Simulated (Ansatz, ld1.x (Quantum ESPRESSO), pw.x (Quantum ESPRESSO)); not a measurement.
# From atom to crystal: RRKJ potential for Re (Z = 75)

```json
{
  "Element": "Re",
  "Generator": "ld1.x (Quantum ESPRESSO) 7.5",
  "Type": "norm-conserving RRKJ (Kleinman–Bylander form)",
  "Functional": "LDA (PW92)",
  "Relativity": "scalar-relativistic",
  "Frozen core": "[Xe] 4f14",
  "Valence charge": "7",
  "Reference configuration": "5d5 6s2 6p0",
  "Partial waves": "6s (bound): rc 2.75 bohr; 5d (bound): rc 1.50 bohr; 6p (bound, empty): rc 2.90 bohr",
  "Local potential": "the p channel",
  "Core correction": "none",
  "rho0": "0.02"
}
```

Atomic tests: cutoffs needed: 70 Ry and 80 Ry (the cutoffs (Ry, on a coarse ladder) from which the occupation-weighted sum of valence levels, in a spherical-Bessel basis at the reference potential, stays within 10 and 1 mRy of its value at 400 Ry); ghost test: no extra level below or beside the all-electron valence levels (s, d, p, f tested) (spherical-Bessel basis up to 400 Ry, 20 bohr box); largest excitation error: -117 meV (all-electron minus pseudo) for 5d4 6s0 6p0, out of 7 test configurations.

Crystal test: sc Re in pw.x 7.5, no spin, 13³ k-points, Fermi–Dirac smearing 0.01 Ry, cutoffs 100/400 Ry. The reference is all-electron LAPW (Ansatz 0.2.0) with the same functional, mesh and smearing; V0 and B0 come from Birch–Murnaghan fits to the pressures at five volumes. Errors are pseudo minus all-electron; Δ is the rms difference of the E(V) curves that follow from these fits, minima aligned, over ±6 % about the mean V0. Mesh and smearing are coarse, so the numbers serve the comparison and aren't converged zero-temperature values; the lattice is a test structure that the element need not adopt.

```tsv
V (Å³/atom)	P all-electron (GPa)	P pseudo (GPa)
15.548	16.98	62.09
15.957	8.09	48.79
16.366	0.30	37.11
16.775	-6.53	26.84
17.184	-12.51	17.81
```

All-electron: a0 = 2.540 Å (V0 = 16.38 Å³/atom), B0 = 290.1 GPa.

Pseudopotential: mean pressure error (GPa): +37.27. The pressure does not cross zero within the volumes sampled, so no fit is given. The largest radius (2.90 bohr) exceeds half the bond length (2.40 bohr), so the spheres overlap, which is one possible source of error among others. This is a poor potential for the solid.

Q: At the middle volume, how do free energy and pressure move when the wave cutoff is lowered (ecutrho kept at four times it)?

A:

| cutoff (Ry) | shift of F (meV/atom) | shift of P (GPa) |
| --- | --- | --- |
| 45 | +566.6 | -7.14 |
| 60 | +157.2 | -6.94 |
| 80 | +3.6 | -0.40 |

The run at the middle volume (84 k-points, 6 iterations) took about 7.2 s on one core of a shared host (Neoverse-V2, 96 threads, 742 GiB, load 20).
